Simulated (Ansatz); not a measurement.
GaAs (zinc blende): values from a third-order Birch-Murnaghan fit to a volume scan beside measured ones. Computed values: PBE (plane waves to 420 eV, PAW, scalar-relativistic; Ansatz, a first-principles code). GaAs was relaxed with its symmetry unable to fall.

| quantity | reference | kind |
|---|---|---|
| Lattice constant a (Å) | 5.64 | measured, corrected to the static lattice |
| Bulk modulus B₀ (GPa) | 76.7 | measured, corrected to the static lattice |

References as given in: Daniel Mejia-Rodriguez, S. B. Trickey, Physical Review B (2018), arXiv:1807.09216.

Estimate the PBE values and the sign and size of each difference.


```
quantity                  PBE  difference
----------------------  -----  ----------
Lattice constant a (Å)  5.746      +1.9 %
Bulk modulus B₀ (GPa)    60.4     -21.2 %
```

PBE overestimates the lattice constant a by 1.9 %. PBE underestimates the bulk modulus B₀ by 21.2 %.

(Under strain, the slope of the energy per volume gives the stress and its curvature an elastic modulus.)
